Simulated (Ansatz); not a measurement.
Compare A (`CC(=N)C=O`) with its isomer B (`CC1=NCO1`).

Isolated molecules relaxed with PBE0-D4/def2-TZVP in Ansatz; ΔE leaves out vibrations. CBS: MP2 limit from def2 TZ/QZ plus the TZ coupled-cluster correction, frozen cores. DFT in def2-TZVPP. B3LYP here is the variant with VWN-RPA as its local correlation; programs differ in this. Each species was taken in one conformer, which may not be the lowest.

A:

Z-matrix (Å, degrees):
```
C
C 1 1.490
H 1 1.095 2 110.6
H 1 1.095 2 110.7 3 118.1
H 1 1.088 2 110.2 3 -120.9
N 2 1.264 1 122.6 3 120.4
C 2 1.515 1 116.9 3 -59.5
H 6 1.026 2 108.7 1 -180.0
O 7 1.199 2 122.5 1 179.9
H 7 1.110 2 116.3 1 -0.1
```

B:

```xyz
10

C     0.6585    1.4638   -0.1050
C     0.0276    0.1353   -0.0892
N    -0.6518   -0.5339   -0.9470
C    -0.7047   -1.5502    0.0940
O     0.0783   -0.6981    0.9887
H     0.2430    2.0884    0.6890
H     0.4822    1.9349   -1.0705
H     1.7333    1.3733    0.0679
H    -1.6971   -1.7401    0.5054
H    -0.1694   -2.4734   -0.1331
```

Which isomer does CCSD(T)/CBS put lower? Give the gap. (An estimate is asked.)

The calculation gave: A, by 47.9 kJ/mol.

Give E(B) − E(A) in kJ/mol with BLYP-D4, MP2/def2-TZVPP, B3LYP-D4, PBE0-D4, CCSD(T)/def2-SVP, LDA (SPW92), B2PLYP. (Best estimate.)

Computed: BLYP-D4 65.8, MP2/def2-TZVPP 42.6, B3LYP-D4 57.8, PBE0-D4 34.1, CCSD(T)/def2-SVP 63.8, LDA (SPW92) 16.7, B2PLYP 53.4. None reverses the order clearly.

Does the order hold for the free energy at 298.15 K (harmonic terms from PBE0-D4)? (Best estimate.)

The calculation gave: Yes: G(B) − G(A) = +55.1 kJ/mol, for one conformer each.

Largest T1 diagnostic: 0.014.

At CCSD(T), def2-SVP lies +15.8 kJ/mol from the extrapolated value and def2-TZVPP +1.3 kJ/mol. From BLYP to BHLYP (50 % exact exchange), in def2-TZVPP and without D4, E(B) − E(A) moves by −12.5 kJ/mol.
